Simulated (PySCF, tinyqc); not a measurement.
Worked calculation: FCI on RHF in the sto-3g basis, frozen core, for LiH, spin multiplicity 1. The lowest restricted solution is unstable here: a spin-polarised one lies 0.0344 hartree lower (PySCF). One step of it, computed by the program tinyqc.

Task: Integrals over molecular orbitals. (pq|rs) = sum C_ip C_jq C_kr C_ls (ij|kl), one index at a time.

coefficients C:
```
               MO1        MO2        MO3        MO4       MO5        MO6
1Li 1s    0.991615  -0.150149  -0.217515   0.000000  0.000000  -0.102017
1Li 2s    0.032734   0.535772   0.800921   0.000000  0.000000   0.418311
1Li 2px   0.000000   0.000000   0.000000  -0.400878  0.916132   0.000000
1Li 2py   0.000000   0.000000   0.000000   0.916132  0.400878   0.000000
1Li 2pz  -0.004161   0.305083  -0.558770   0.000000  0.000000   0.826335
2H 1s    -0.002026   0.634955  -0.278918   0.000000  0.000000  -0.804725
```

core Hamiltonian H = T + V (hartree), lower triangle:
```
            1Li 1s     1Li 2s    1Li 2px    1Li 2py    1Li 2pz      2H 1s
1Li 1s   -4.611840
1Li 2s   -1.034193  -1.306952
1Li 2px   0.000000   0.000000  -1.063296
1Li 2py   0.000000   0.000000   0.000000  -1.063296
1Li 2pz  -0.006233  -0.069887   0.000000   0.000000  -1.112384
2H 1s    -0.029818  -0.260762   0.000000   0.000000  -0.379221  -1.083810
```

Two-electron integrals (ij|kl) in chemists' order, unique and non-zero (hartree):
```
(11|11) 1.680395   (21|11) 0.265420   (21|21) 0.049941   (22|11) 0.397727
(22|21) 0.092860   (22|22) 0.290562   (31|31) 0.008981   (32|31) 0.013788
(32|32) 0.064184   (33|11) 0.396640   (33|21) 0.092880   (33|22) 0.290497
(33|33) 0.312946   (41|41) 0.008981   (42|41) 0.013788   (42|42) 0.064184
(43|43) 0.016869   (44|11) 0.396640   (44|21) 0.092880   (44|22) 0.290497
(44|33) 0.279207   (44|44) 0.312946   (51|51) 0.008981   (52|51) 0.013788
(52|52) 0.064184   (53|53) 0.016869   (54|54) 0.016869   (55|11) 0.396640
(55|21) 0.092880   (55|22) 0.290497   (55|33) 0.279207   (55|44) 0.279207
(55|55) 0.312946   (61|11) 0.006774   (61|21) 0.001306   (61|22) 0.002559
(61|33) 0.002520   (61|44) 0.002520   (61|51) 0.000196   (61|52) 0.000392
(61|55) 0.002637   (61|61) 0.000040   (62|11) 0.048296   (62|21) 0.011567
(62|22) 0.043111   (62|33) 0.040510   (62|44) 0.040510   (62|51) 0.001667
(62|52) 0.013709   (62|55) 0.048269   (62|61) 0.000385   (62|62) 0.015153
(63|31) 0.000503   (63|32) 0.003150   (63|53) 0.001598   (63|63) 0.000614
(64|41) 0.000503   (64|42) 0.003150   (64|54) 0.001598   (64|64) 0.000614
(65|11) 0.070329   (65|21) 0.016899   (65|22) 0.064011   (65|33) 0.059731
(65|44) 0.059731   (65|51) 0.002564   (65|52) 0.021323   (65|55) 0.072505
(65|61) 0.000569   (65|62) 0.023671   (65|65) 0.037081   (66|11) 0.205740
(66|21) 0.049607   (66|22) 0.200528   (66|33) 0.185587   (66|44) 0.185587
(66|51) 0.006225   (66|52) 0.067103   (66|55) 0.230137   (66|61) 0.001629
(66|62) 0.096380   (66|65) 0.153097   (66|66) 0.774606
```

Give: one-electron integrals over orbitals h = C^T H C; Two-electron integrals over orbitals.

Result:

one-electron integrals over orbitals h = C^T H C (hartree), lower triangle:
```
         1        2        3        4        5        6
1  -4.6032
2   0.0971  -1.1942
3   0.1584  -0.0052  -1.0721
4   0.0000   0.0000   0.0000  -1.0633
5   0.0000   0.0000   0.0000   0.0000  -1.0633
6   0.0485  -0.0720  -0.0111   0.0000   0.0000  -1.0221
```

Two-electron integrals over orbitals (pq|rs), unique and non-zero (hartree); the lowest 1 orbital is frozen and left out:
```
(22|22) 0.4246    (32|22) -0.0722   (32|32) 0.0353    (33|22) 0.2139
(33|32) 0.0184    (33|33) 0.3151    (42|42) 0.0209    (43|42) 0.0220
(43|43) 0.0413    (44|22) 0.2284    (44|32) 0.0232    (44|33) 0.2752
(44|44) 0.3129    (52|52) 0.0209    (53|52) 0.0220    (53|53) 0.0413
(54|54) 0.0169    (55|22) 0.2284    (55|32) 0.0232    (55|33) 0.2752
(55|44) 0.2792    (55|55) 0.3129    (62|22) -0.1005   (62|32) 0.0578
(62|33) 0.0129    (62|44) 0.0459    (62|55) 0.0459    (62|62) 0.1317
(63|22) 0.0687    (63|32) -0.0299   (63|33) -0.0370   (63|44) -0.0144
(63|55) -0.0144   (63|62) -0.0474   (63|63) 0.0418    (64|42) 0.0168
(64|43) 0.0097    (64|64) 0.0179    (65|52) 0.0168    (65|53) 0.0097
(65|65) 0.0179    (66|22) 0.3892    (66|32) -0.0518   (66|33) 0.2420
(66|44) 0.2516    (66|55) 0.2516    (66|62) -0.0692   (66|63) 0.0473
(66|66) 0.3793
```
